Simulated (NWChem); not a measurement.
Species: hydrogen peroxide (H₂O₂); SMILES OO

All runs: NWChem. Pople sets run with spherical d functions. Geometry: optimised at B3LYP/6-31G* (spherical d). Level: B3LYP/6-31G* with SMD, gas-phase geometry; reactions with the solvents are ignored.

```csv
SMD term (kcal/mol),water,diethyl ether
distortion of the solute's density,1.42,0.15
polarisation,-12.01,-3.27
"cavity, dispersion and structure",1.35,-3.25
```

Question: Sum the solvation free energies, find the transfer free energy from water to diethyl ether and the partition coefficient at 298.15 K.

Answer: 
1. ΔG(solv, water) = -9.24 kcal/mol and ΔG(solv, diethyl ether) = -6.37 kcal/mol (1 M gas to 1 M solution).
2. Transfer: -6.37 − (-9.24) = 2.87 kcal/mol.
3. log₁₀ K(diethyl ether/water) = −ΔG/(RT ln 10) = -2.87/1.364 = -2.1, so the model puts more of the solute in water.
4. Of the transfer energy, 7.47 kcal/mol is electrostatic and -4.60 comes from the non-electrostatic term. The two phases are taken as the pure solvents.
